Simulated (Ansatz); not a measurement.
# CH3B+ (doublet): from Hartree-Fock to the top rungs, def2-TZVPP

An exercise on one series of results from a longer session: the logs are not shown, and one member is left open.

Program: Ansatz 0.2.0, Gaussian basis. Level of theory: def2-TZVPP, core rule «outside noble gas», up to 2 orbitals frozen. These are calculated values, not measurements.

Plan: UHF; ROHF; CCSD(T) on UHF.

2 further runs of the same task are left out: 2 set aside as unsound or not needed.

## What is computed

The geometry is a PBE0/def2-TZVP stationary point (not a proven minimum) of the parent state, kept for this charge and spin.

5 atoms, charge 1, spin multiplicity 2.

Atoms are counted from 1 here; the program's logs count them from 0.

Bond lengths: B1–C2 1.374 Å, B1–H3 1.175 Å, C2–H4 1.086 Å, C2–H5 1.086 Å. Angles: C2–B1–H3 180.0°, B1–C2–H4 122.5°, B1–C2–H5 122.5°, H4–C2–H5 115.0°.

The first run:

Contents of in.yaml:

```yaml
crystal:
  periodic: [false, false, false]
  atoms:
    - {symbol: B, position_ang: [0.000000, 0.000000, 0.745473]}
    - {symbol: C, position_ang: [0.000000, 0.000000, -0.628685]}
    - {symbol: H, position_ang: [0.000000, 0.000000, 1.920782]}
    - {symbol: H, position_ang: [0.000000, 0.915866, -1.212565]}
    - {symbol: H, position_ang: [0.000000, -0.915866, -1.212565]}
basis:
  gaussian: {orbitals: def2-TZVPP}
total_charge: 1
magnetization: {spin_polarized: true, initial_magnetization: 1}
hamiltonian: {xc: hf}
output: {orbitals: {seedname: orbitals}}
```

Started as:

```
$ ansatz run in.yaml --threads 1 --pin off --events-out ev --progress --plain --max-ram 2560MiB --backend cpu
```

Among the steps run: UHF; ROHF; CCSD(T) on UHF.

One of the session's tables, all rows but one given; the rest of the session is left out.

| method | from UCCSD(T) (meV) |
| --- | --- |
| ROHF | +6558.1 |
| UHF | +6475.8 |
| UMP2 | +954.5 |
| UCCSD | ? |
| UCCSD(T) | 0 |

Estimate the missing values for UCCSD.

**Answer.** from UCCSD(T) (meV): +188.9. In the column «from UCCSD(T) (meV)» it lies between UCCSD(T) (0) and UMP2 (+954.5).
